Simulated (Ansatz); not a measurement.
Results of PBE (Ansatz, an electronic-structure program, plane waves, PAW) for 1T (CdI2-type) PtSe2.

Numerical settings: plane-wave cutoff 520 eV, 24×24×16 k mesh (along the axes of the cell as run), Fermi–Dirac smearing 0.05 eV, scalar-relativistic PAW data made under PBE.

Cell (measured lattice):

```
CELL_PARAMETERS angstrom
      3.72700     0.00000     0.00000
     -1.86350     3.22768     0.00000
      0.00000     0.00000     5.08100
ATOMIC_POSITIONS crystal
  Pt 0.00000 0.00000 0.00000
  Se 0.33333 0.66667 0.25825
  Se 0.66667 0.33333 0.74175
```

### Question
Give the computed elastic constant C12, polycrystal shear modulus (Hill average), Voigt–Reuss–Hill bulk modulus, elastic constant C44, elastic constant C11, elastic constant C13, elastic constant C33 and elastic constant C66.

### Answer

* **elastic constant C12**: 66.5 GPa
* **polycrystal shear modulus (Hill average)**: 33.1 GPa
* **Voigt–Reuss–Hill bulk modulus**: 56.8 GPa
* **elastic constant C44**: 30.4 GPa
* **elastic constant C11**: 182 GPa
* **elastic constant C13**: 37.6 GPa
* **elastic constant C33**: 37.5 GPa
* **elastic constant C66**: 57.9 GPa

Note: the solid has no gap at this level, which affects its response; the cell isn't this level's own, so it is under some stress, which shifts stiffness and frequencies.

Elastic constants are with the ions relaxed.

Spin–orbit coupling is not included.

The computed numbers hold no vibrational or temperature effects.
